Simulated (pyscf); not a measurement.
## Atom transfer: •H₂Si–Cl + hydrogen chloride (HCl) -> dichlorosilane (Cl–SiH₂–Cl) + H atom (H•)

Gas phase, doublet surface, charge 0. Bonds broken: H3–Cl6. Bonds formed: Si1–Cl6. PySCF, gas phase, ωB97X-D3(BJ)/def2-SVP geometries. MP2 and CC: frozen core, UHF for open shells. ΔMP2 is the change of the MP2 total energy from the triple- to the quadruple-zeta basis.

Transition state (Å):

```xyz
6

Si    -0.0743     0.0895    -0.1294
Cl     1.2206     1.5217     0.5627
H     -1.4630     0.3695     0.6561
H     -0.7689     0.6414    -1.3465
H      0.6655    -1.0902    -0.6292
Cl    -0.6810    -1.0625     1.7930
```

One imaginary mode, 311i cm⁻¹; descent along it reached the two sides named.

```json
[
 {"bond": "H3–Cl6", "change": "breaks", "reactant side (Å)": "1.273", "saddle": "1.989", "product side": "5.9"},
 {"bond": "Si1–Cl6", "change": "forms", "reactant side (Å)": "3.7", "saddle": "2.322", "product side": "2.052"}
]
```

Electronic energies relative to the separated reactants (kJ/mol):

```tsv
level	barrier	reaction energy	reverse barrier
ωB97X-D3(BJ)/def2-TZVP	34.0	-39.8	73.8
PBE/def2-TZVP	26.2	-16.2	42.4
r²SCAN/def2-TZVP	27.4	-18.8	46.2
B3LYP-D3(BJ)/def2-TZVP	35.6	-15.3	50.9
PBE0-D3(BJ)/def2-TZVP	32.7	-25.7	58.4
M06-2X/def2-TZVP	49.3	-26.4	75.6
ωB97M-D3(BJ)/def2-TZVP	43.9	-30.1	74.0
HF/def2-TZVP	108.9	-36.5	145.4
MP2/def2-QZVPP	55.4	-43.7	99.1
CCSD/def2-TZVPP	69.1	-15.2	84.2
CCSD(T)/def2-TZVPP	60.2	-19.0	79.2
CCSD(T)/def2-TZVPP + ΔMP2(QZVPP)	55.3	-22.5	77.9
```

With CCSD(T)/def2-TZVPP + ΔMP2(QZVPP) energies and thermal terms (ideal gas, 1 atm, RRHO with modes under 100 cm⁻¹ raised to 100, one conformer, R ln 2 for rigid chiral ones), in kJ/mol:

```tsv
T (K)	ΔH‡	ΔG‡	ΔH	ΔG
298	53.2	94.9	-30.2	-16.0
600	52.4	137.7	-27.2	-2.6
900	53.6	180.0	-23.4	+8.9
1200	55.4	221.9	-19.7	+19.1
```

At the saddle there is also a short H–Si contact that neither side keeps. This is the saddle that the search found; another between the same sides may lie lower. The angle at the transferred Cl is 43°: a side-on saddle, likely not the lowest. The CCSD(T) − MP2 part came from Ansatz, without density fitting, on the same reference.
